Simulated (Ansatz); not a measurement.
Reaction (SMILES): FB(F)F → F[B]F + F atom
B3LYP-D3(BJ)/def2-TZVP geometries, fixed; electronic energies without zero-point terms.

Basis-set convergence of the bond dissociation energy at wB97M-V with Ansatz (an electronic-structure program). Cartesian d functions, on some or all atoms, in 6-31G**, 6-31+G*; all else is spherical. The program fits the integrals of some runs and decomposes those of others, by size. Open shells are unrestricted. The functional holds VV10 correlation; no added dispersion term, no relativity. Functions are those of the species that has most. Reference: the value in pcseg-4, 173.46 kcal/mol, itself unsure by roughly 0.09 kcal/mol (its mean distance from aug-pcseg-3, aug-cc-pVQZ, cc-pV5Z). Deviations are taken from unrounded values.

```csv
basis,functions,bond dissociation energy (kcal/mol),minus reference (kcal/mol)
STO-3G,20,174.81,1.35
3-21G,36,176.77,3.31
6-31G,36,162.53,-10.93
cc-pVDZ,56,174.49,1.03
6-31G**,60,179.30,5.85
6-311G**,72,173.21,-0.24
6-31+G*,76,172.18,-1.28
6-311+G**,88,169.91,-3.55
"6-311++G(2d,2p)",108,172.25,-1.20
cc-pVTZ,120,174.94,1.48
"6-311++G(3df,3pd)",156,174.26,0.80
cc-pVQZ,220,174.14,0.69
cc-pV5Z,364,173.55,0.10
```

Of the sets listed that have larger relatives (same family, alike in diffuse functions), none stays within 0.5 kcal/mol of the reference together with them. Inside, with no larger relative to test it: 6-311G**, cc-pV5Z.
